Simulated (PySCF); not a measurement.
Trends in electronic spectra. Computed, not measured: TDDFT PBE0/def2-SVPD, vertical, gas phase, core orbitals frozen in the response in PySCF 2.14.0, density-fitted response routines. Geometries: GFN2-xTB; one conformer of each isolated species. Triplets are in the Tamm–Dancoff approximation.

Question: Rank by computed lowest singlet excitation energy, highest first.
A. `C#C[C@H]([SiH2][SiH3])C(=O)O`
B. `N#C[C@@H]1C[Si@H]1[SiH](N)N`
C. `N#C[C@@H]1C[Si@@H](N)N[SiH2]1`
D. `CN1[SiH2][SiH]([SiH3])[SiH2]1`
E. `C#CC#C`

Answer: C (6.30 eV), A (5.67 eV), B (5.33 eV), E (4.83 eV), D (4.65 eV).

```
                       SMILES  S1 (eV)  gap (eV)  f (S1)  T1 (eV)  LUMO (eV)  HOMO (eV)           S1 mainly
N#C[C@@H]1C[Si@@H](N)N[SiH2]1     6.30      7.64   0.011     6.00      -0.05      -7.69           H→L (77%)
 C#C[C@H]([SiH2][SiH3])C(=O)O     5.67      6.98   0.015     5.17      -0.73      -7.72           H→L (50%)
  N#C[C@@H]1C[Si@H]1[SiH](N)N     5.33      6.09   0.196     4.11      -1.10      -7.18           H→L (83%)
                       C#CC#C     4.83      6.85   0.000     3.80      -0.86      -7.70  H-1/H→L/L+1 (≥88%)
CN1[SiH2][SiH]([SiH3])[SiH2]1     4.65      5.91   0.001     4.45      -0.92      -6.83           H→L (99%)
```

H and L stand for HOMO and LUMO. A slash joins orbitals within 0.01 eV of each other, whose weights are summed (≥ marks a lower bound).

- `N#C[C@@H]1C[Si@@H](N)N[SiH2]1`: Löwdin shares by element: HOMO nitrogen 62% or more, silicon 15% (atoms not listed hold the other 23%); LUMO silicon 41%, hydrogen 18% or more (atoms not listed hold the other 41%).
- `C#C[C@H]([SiH2][SiH3])C(=O)O`: Löwdin shares by element: HOMO carbon 77% or more, silicon 8% or more; LUMO silicon 27%, carbon 23% or more, oxygen 15% or more (atoms not listed hold the other 35%).
- `N#C[C@@H]1C[Si@H]1[SiH](N)N`: Löwdin shares by element: HOMO carbon 36% or more, silicon 23% or more, nitrogen 16% or more (atoms not listed hold the other 24%); LUMO silicon 53%, carbon 17% or more (atoms not listed hold the other 30%).
- `C#CC#C`: Löwdin shares by element: HOMO (one of a set within 0.03 eV) carbon 95%; LUMO (one of a set within 0.03 eV) carbon 88%.
- `CN1[SiH2][SiH]([SiH3])[SiH2]1`: Löwdin shares by element: HOMO nitrogen 51%, silicon 17% or more, carbon 9% (atoms not listed hold the other 23%); LUMO silicon 62% or more, hydrogen 6% or more (atoms not listed hold the other 33%).
